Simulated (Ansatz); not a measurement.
Relaxation of BFH4O (7 atoms, charge 0, multiplicity 1), to a largest force component of 0.03 eV/Å in at most 50 steps.

The calculation used Ansatz, RKS PBE0/def2-SVP.

```xyz
7
Properties=species:S:1:pos:R:3
B 0.070 -0.466 -0.368
H -0.099 0.116 1.951
H 1.055 0.209 -0.487
F -1.130 0.044 -0.628
O 0.190 -1.790 -0.023
H -0.664 -2.238 0.014
H 0.099 -0.562 1.825
```

**Question.** Where does it end, and by what steps?

**Answer.** It converged. The force dipped under the threshold on the way, but the program's further checks kept it going. After 47 steps the energy has fallen by 0.212 eV; H2 moved furthest, 1.65 Å.

| step | energy less start (eV) | largest force component (eV/Å) | accepted |
| --- | --- | --- | --- |
| 0 | 0.0000 | 1.723 | yes |
| 2 | -0.1688 | 0.443 | yes |
| 4 | -0.1888 | 0.196 | yes |
| 6 | -0.1910 | 0.136 | yes |
| 8 | -0.1920 | 0.072 | yes |
| 10 | -0.1925 | 0.079 | yes |
| 12 | -0.1725 | 0.801 | no |
| 14 | -0.1964 | 0.155 | yes |
| 16 | -0.1933 | 0.477 | no |
| 18 | -0.2012 | 0.077 | yes |
| 20 | -0.2027 | 0.138 | yes |
| 22 | -0.2052 | 0.077 | yes |
| 24 | -0.1984 | 0.520 | no |
| 26 | -0.2064 | 0.067 | yes |
| 28 | -0.2072 | 0.066 | yes |
| 30 | -0.2024 | 0.419 | no |
| 32 | -0.2078 | 0.121 | yes |
| 34 | -0.2083 | 0.024 | yes |
| 36 | -0.2087 | 0.070 | yes |
| 38 | -0.2093 | 0.073 | yes |
| 40 | -0.2098 | 0.092 | yes |
| 42 | -0.2104 | 0.050 | yes |
| 44 | -0.2108 | 0.090 | yes |
| 46 | -0.2112 | 0.104 | yes |
| 47 | -0.2115 | 0.015 | yes |

```xyz
7
Properties=species:S:1:pos:R:3
B 0.061 -0.509 -1.054
H 0.097 -0.479 3.473
H 1.002 0.197 -1.306
F -0.822 -0.803 -2.004
O -0.100 -1.001 0.186
H -0.887 -1.554 0.273
H 0.171 -0.539 2.717
```

Run time: 75 s on 1 thread of Arm Neoverse V1 (shared host), peak memory 0.13 GiB.
